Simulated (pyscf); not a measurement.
Thermochemistry of product channels of Cl⁻ (SMILES [Cl-]) + H₃C–I (SMILES CI) on the singlet surface, in kcal/mol, from CCSD(T)/def2-TZVPPD + ΔMP2(QZVPPD) energies (ideal gas, 1 atm, RRHO with modes under 100 cm⁻¹ raised to 100, one conformer, R ln 2 for rigid chiral ones). Single points on ωB97X-D3(BJ)/def2-SVPD structures (PySCF, gas phase). Correlated levels are frozen-core, on RHF or UHF. ΔMP2 is the change of the MP2 total energy from the triple- to the quadruple-zeta basis.

| products | ΔE | ΔH(298 K) | ΔG(600 K) | ΔG(900 K) |
|---|---|---|---|---|
| H₃C–Cl (SMILES CCl) + I⁻ (SMILES [I-]) | [?] | -12.4 | -11.8 | -11.4 |
| H₂C⁻–Cl (SMILES [CH2-]Cl) + HI (SMILES I) | [?] | +68.9 | +62.5 | +59.1 |
| Cl–I (SMILES ClI) + CH₃⁻ (SMILES [CH3-]) | +96.5 | +92.7 | +87.8 | [?] |

### Question
What belongs in the gaps?

### Answer

- H₃C–Cl (SMILES CCl) + I⁻ (SMILES [I-]), ΔE: -13.0
- H₂C⁻–Cl (SMILES [CH2-]Cl) + HI (SMILES I), ΔE: +73.8
- Cl–I (SMILES ClI) + CH₃⁻ (SMILES [CH3-]), ΔG(900 K): +85.2

These are energies of the channels, which say nothing of barriers. The CCSD(T) − MP2 part came from Ansatz, without density fitting, on the same reference. The frozen core leaves the outer d or s,p core shells of the metals and heavy elements correlated in the MP2 and CC values, and def2-TZVPP describes them poorly, which can shift differences by a few kcal/mol. Elements past Kr carry the def2 core potentials, without spin-orbit coupling.
